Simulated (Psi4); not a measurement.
Reaction (SMILES): C=CF → [C-](F)=C + H+
B3LYP-D3(BJ)/def2-TZVP geometries, fixed; electronic energies without zero-point terms.
Largest species:
```
C
C 1 1.3174
F 1 1.3475 2 122.16
H 2 1.0798 1 119.40 3 180.00
H 2 1.0810 4 119.01 1 180.00
H 1 1.0823 2 126.09 4 0.00
```

The deprotonation energy at MP2 with Psi4, in kcal/mol, split into its Hartree-Fock and correlation parts. Density fitting with the program's default auxiliary sets. Cores are frozen. The proton leaves the site shown, which need not be the most acidic. No added dispersion term, no relativity. Functions are those of the species that has most. These sets lack the diffuse functions that anions need.

```json
[
 {"basis": "cc-pVDZ", "X": "2", "functions": "57", "Hartree-Fock": "412.49", "MP2": "413.46"},
 {"basis": "cc-pVTZ", "X": "3", "functions": "132", "Hartree-Fock": "410.03", "MP2": "406.83"},
 {"basis": "cc-pVQZ", "X": "4", "functions": "255", "Hartree-Fock": "407.76", "MP2": "402.50"}
]
```

Worked estimate of the basis-set limit from each neighbouring pair, with Hartree-Fock from the larger set and the correlation part extrapolated as X^-3.
Correlation parts: X = 2: 0.97, X = 3: -3.20, X = 4: -5.26.
- (2,3): (27·(-3.20) - 8·(0.97))/19 = -4.96; with Hartree-Fock 410.03 the estimate is 405.07 kcal/mol.
- (3,4): (64·(-5.26) - 27·(-3.20))/37 = -6.76; with Hartree-Fock 407.76 the estimate is 401.00 kcal/mol.
The last two estimates differ by 4.08 kcal/mol; the largest set lies 1.50 from the last. Over the last step Hartree-Fock moves by -2.27 and the correlation part by -2.06.
